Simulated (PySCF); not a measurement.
# MgSH (SMILES [Mg][SH]) at UPBE/STO-3G

Aim: the vertical doublet–quartet gap of MgSH at UPBE/STO-3G, from 2 runs. Input form: a Python script.

Program for the calculation: PySCF 2.14.0.

10 further runs of the same task are left out: 4 that didn't finish, 6 set aside as unsound or not needed.

## Step 1: The system as given

MgSH has 3 atoms, charge 0, and is taken as a doublet. SMILES: `[Mg][SH]`. The coordinates come from a PBE0-D4/def2-TZVP relaxation.

Bond lengths: Mg1–S2 2.325 Å, S2–H3 1.346 Å. Angles: Mg1–S2–H3 91.4°.

## Step 2: The energy at UPBE/STO-3G

Input file job.py:

```python
from pyscf import gto, dft

mol = gto.M(
    atom='''
Mg     2.581555    -1.070341     1.281801
S     -1.286148    -0.790661    -0.784614
H     -1.316005     1.738737    -0.522320
''',
    unit='bohr',
    max_memory=1860,
    basis='sto-3g',
    spin=1,
    verbose=3,
)

calc0 = dft.UKS(mol)
calc0.xc = 'pbe'
calc0.conv_tol = 1e-10
calc0.grids.level = 5
calc0.kernel()
if not calc0.converged:
    calc0 = calc0.newton().run(calc0.mo_coeff, calc0.mo_occ)

energy = calc0.e_tot
print(f'total energy: {energy:.8f} hartree')
```

On the command line:

```sh
OMP_NUM_THREADS=1 python job.py
```

The log of the run:

```text
WARN: HOMO -0.0685397589068386 >= LUMO -0.0685397589068392

converged SCF energy = -591.551250713972  <S^2> = 0.75095593  2S+1 = 2.0009557
total energy: -591.55125071 hartree
```

It took 8.4 s on 1 thread of Arm Neoverse V1, shared host; peak memory 0.19 GiB.

## Step 3: The quartet at the same level

Input file input.xyz:

```xyz
3
HMgS
Mg     1.366100    -0.566400     0.678300
S     -0.680600    -0.418400    -0.415200
H     -0.696400     0.920100    -0.276400
```

Input file input.py:

```python
from pyscf import gto, dft

mol = gto.M(
    atom='input.xyz',
    spin=3,
    max_memory=1860,
    verbose=3,
    basis='sto-3g',
)

mf = dft.UKS(mol)
mf.xc = 'pbe'
mf.grids.level = 5
mf.conv_tol = 1e-10
mf.kernel()
if not mf.converged:
    mf = mf.newton().run(mf.mo_coeff, mf.mo_occ)

e_final = mf.e_tot
print('E(%s) = %.9f' % ('PBE', e_final))
```

On the command line:

```sh
OMP_NUM_THREADS=1 python input.py
```

The log of the run:

```text
WARN: HOMO 0.102170987151352 >= LUMO -0.288575147227631

WARN: HOMO 0.200768925124305 >= LUMO 0.0710838936172006

WARN: HOMO 0.280461314452759 >= LUMO -0.017492243127707

WARN: HOMO 0.277256843085507 >= LUMO -0.031041960030929

WARN: HOMO 0.281384709455275 >= LUMO -0.0305975586884085

WARN: HOMO 0.27910150184131 >= LUMO -0.034409570413338

WARN: HOMO 0.277748128878708 >= LUMO -0.0337540684458659

WARN: HOMO 0.27777110050246 >= LUMO -0.0338245985452111

WARN: HOMO 0.277777919534253 >= LUMO -0.0338194430635683

WARN: HOMO 0.277789470743731 >= LUMO -0.033797911129034

WARN: HOMO 0.277794290841455 >= LUMO -0.0337902178534035

WARN: HOMO 0.277794674439856 >= LUMO -0.0337897849915186

WARN: HOMO 0.277794783491393 >= LUMO -0.0337895072572916

converged SCF energy = -591.261370244724  <S^2> = 3.7510198  2S+1 = 4.0005099
E(PBE) = -591.261370245
```

It took 3.9 s on 1 thread of Arm Neoverse V1, shared host; peak memory 0.19 GiB.

## Step 4: Outcome

At UPBE/STO-3G:

| quantity | value |
| --- | --- |
| doublet: total energy | -591.55125 Eh |
| doublet: dipole moment | 4.28 D |
| doublet: ⟨S²⟩ | 0.751 |
| quartet: total energy | -591.26137 Eh |
| quartet: dipole moment | 2.10 D |
| quartet: ⟨S²⟩ | 3.751 |
| vertical energy of the quartet above the doublet | 7.888 eV |

**Reading.** At this shape the quartet lies 7.89 eV (761 kJ/mol) above the doublet. In a minimal basis such a difference can be off by several eV, whatever the method. Mulliken charges (doublet) run from -0.31 on S2 to +0.39 on Mg1. Mulliken charges (quartet) run from -0.19 on H3 to +0.19 on Mg1; they depend strongly on the basis.
